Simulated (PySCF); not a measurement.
Geometries of 2 isomers of C2H2Cl3F, from PBE0-D3(BJ)/def2-SVP geometry optimisation, gas phase (PySCF 2.14.0). One conformer each, no zero-point energy, no frequencies.

Problem. Which is lower in electronic energy at this level?
A.
```xyz
8
angstrom
F      0.630   -1.218    1.178
C      0.418    0.037    0.714
C     -0.346    0.002   -0.605
Cl    -1.920   -0.777   -0.374
Cl     0.585   -0.882   -1.826
Cl    -0.572    1.690   -1.117
H      1.381    0.543    0.537
H     -0.179    0.614    1.438
```
B.
```xyz
8
angstrom
F     -0.430   -1.720   -0.234
C     -0.565   -0.473    0.250
Cl    -2.122    0.191   -0.282
C      0.580    0.393   -0.272
Cl     0.474    2.023    0.399
Cl     2.121   -0.373    0.148
H     -0.562   -0.493    1.351
H      0.525    0.464   -1.366
```

Solution. B. That is 1-fluoro-1,2,2-trichloroethane (`F[C@H](Cl)C(Cl)Cl`), 5.2 kcal/mol below the other.

| SMILES | atoms numbered as above | E (Eh) | relative (kcal/mol) | relative (kJ/mol) | dipole (D) |
| --- | --- | --- | --- | --- | --- |
| F[C@H](Cl)C(Cl)Cl | [F:1][C@H:2]([Cl:3])[CH:4]([Cl:5])[Cl:6] | -1556.64771 | 0.0 | 0.0 | 0.24 |
| FCC(Cl)(Cl)Cl | [F:1][CH2:2][C:3]([Cl:4])([Cl:5])[Cl:6] | -1556.63948 | 5.2 | 21.6 | 1.53 |
